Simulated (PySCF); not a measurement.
## EPR parameters of C3H6NO

Compound: C3H6NO (doublet state).
Numbering: `[CH2:1][CH2:2][C:3]([NH2:4])=[O:5]` (hydrogens: H6, H7 on C1; H8, H9 on C2; H10, H11 on N4)

Geometry (GFN2-xTB, Å), atoms numbered from 1 in this order:
```
atom  x, y, z in Å
C1    -1.244    0.624    0.414
C2    -0.737   -0.525   -0.334
C3     0.812   -0.619   -0.408
N4     1.440    0.385    0.228
O5     1.379   -1.513   -0.986
H6    -1.417    0.558    1.471
H7    -1.437    1.558   -0.077
H8    -1.054   -1.472    0.111
H9    -1.067   -0.508   -1.376
H10    2.445    0.422    0.243
H11    0.885    1.093    0.688
```

The hyperfine couplings belong to this conformer and change with its torsions.

The calculation used PySCF, UKS B3LYP, pcH-1 on C H N O, non-relativistic, mean-field spin-orbit, GIAO. Isolated species at its GFN2-xTB geometry (one conformer only). The geometry wasn't refined by DFT: couplings that depend on bond lengths, twists or pyramidal angles can differ widely from those at the functional's own minimum. No stability test was run, so a lower SCF solution isn't excluded.

- g1, g2, g3: 2.00209, 2.00239, 2.00356
- g_iso: 2.00268
- Form of g: rhombic: the two nearest values differ by 20 % of g3 − g1
- ⟨S²⟩: 0.7539 (exact 0.7500)
- α and β electrons: 20, 19
- HOMO–LUMO gap, α and β orbitals: 6.69, 4.78 eV

Isotropic coupling and dipolar principal values T1 to T3, in MHz; ρ(0) is the spin density at the nucleus:

| atom | isotope | a_iso | T1 | T2 | T3 | Mulliken spin population | ρ(0) (bohr⁻³) |
| --- | --- | --- | --- | --- | --- | --- | --- |
| C1 | 13C | 83.8 | -78.4 | -77.6 | 156.0 | 1.04 | 0.0746 |
| C2 | 13C | -34.1 | -2.4 | 0.1 | 2.2 | -0.09 | -0.0304 |
| C3 | 13C | 85.1 | -6.9 | -6.5 | 13.4 | 0.05 | 0.0757 |
| N4 | 14N | -0.5 | -2.3 | -1.4 | 3.6 | 0.02 | -0.0017 |
| O5 | 17O | -2.4 | -13.0 | 5.9 | 7.0 | 0.03 | 0.0040 |
| H6 | 1H | -62.0 | -38.0 | 0.0 | 38.0 | -0.04 | -0.0139 |
| H7 | 1H | -62.0 | -38.0 | 0.0 | 38.0 | -0.04 | -0.0139 |
| H8 | 1H | 39.0 | -4.3 | -4.1 | 8.5 | 0.02 | 0.0087 |
| H9 | 1H | 38.2 | -4.3 | -4.1 | 8.5 | 0.02 | 0.0085 |
| H10 | 1H | -1.7 | -4.1 | -1.6 | 5.7 | 0.00 | -0.0004 |
| H11 | 1H | -9.7 | -13.3 | -6.4 | 19.8 | 0.00 | -0.0022 |

Largest spin populations (Mulliken): C1 (+1.04) and C2 (-0.09). C1 is the only atom above +0.15. The angles at C1 add up to 360.0°, so it is planar; its axial dipolar tensor and the negative couplings of its protons fit spin in a p orbital normal to that plane.

Axes: g2 points within 14° of the C1–C2 bond.

Under fast tumbling the dipolar parts average out, and these isotropic splittings remain: 2 × 1H (H6/H7, I = 1/2, 3 lines) with 2.21 mT, 2 × 1H (H8/H9, I = 1/2, 3 lines) with 1.38 mT, 1 × 1H (H11, I = 1/2, 2 lines) with 0.35 mT and 1 × 1H (H10, I = 1/2, 2 lines) with 0.06 mT.

Class means assume fast exchange of nuclei equivalent by connectivity; if that motion is slow, each nucleus keeps its own coupling. H10 and H11 aren't averaged: N4 is flat or nearly so (angle sum 360°), and its turn about the short N4–C3 bond (1.34 Å) is taken as slow.

The 13C coupling of C3 (85.1 MHz) shows only in satellite lines or after enrichment, since that isotope makes up about 1.07 % of natural carbon.
